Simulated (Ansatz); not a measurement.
Reaction (SMILES): C#C (C2H2) → C2H2+ (doublet, bonded as C#C) + e-
B3LYP-D3(BJ)/def2-TZVP geometries, fixed; electronic energies without zero-point terms.
Largest species:
```xyz
4

C      0.0000     0.0000    -0.5984
C      0.0000     0.0000     0.5984
H      0.0000     0.0000     1.6611
H      0.0000     0.0000    -1.6611
```

Basis-set convergence of the adiabatic ionisation energy at MP2 with Ansatz (a first-principles code). Cartesian d functions, on some or all atoms, in 6-31G*, 6-31G**; all else is spherical. Cores are frozen. Open shells are unrestricted. No added dispersion term, no relativity. Functions are those of the species that has most. Reference: Hartree-Fock in cc-pVQZ plus the correlation part extrapolated as X^-3 from cc-pVTZ and cc-pVQZ, 11.599 eV, itself unsure by roughly 0.022 eV (a third of the extrapolation step and of the last Hartree-Fock step). Deviations are taken from unrounded values.

| basis | functions |
|---|---|
| 3-21G | 22 |
| 6-31G | 22 |
| pcseg-0 | 22 |
| def2-SV(P) | 32 |
| 6-31G* | 34 |
| def2-SVP | 38 |
| pcseg-1 | 38 |
| 6-31G** | 40 |
| 6-311G** | 48 |
| def2-TZVP | 74 |
| pcseg-2 | 88 |
| def2-TZVPP | 90 |
| def2-QZVPP | 174 |
| pcseg-3 | 186 |

Q: Which is the smallest set listed that can be trusted to 0.1 eV here, that is, within that of the reference together with its larger relatives (same family, alike in diffuse functions; a set with none to test it counts only in the reference's own line)?

A: Of the sets listed that have larger relatives (same family, alike in diffuse functions), none stays within 0.1 eV of the reference together with them. Inside, with no larger relative to test it: def2-QZVPP, pcseg-3. Value minus reference: 3-21G -0.494, 6-31G -0.686, pcseg-0 -0.364, def2-SV(P) -0.427, 6-31G* -0.649, def2-SVP -0.378, pcseg-1 -0.331, 6-31G** -0.598, 6-311G** -0.336, def2-TZVP -0.157, pcseg-2 -0.157, def2-TZVPP -0.136, def2-QZVPP -0.057, pcseg-3 -0.057 eV.
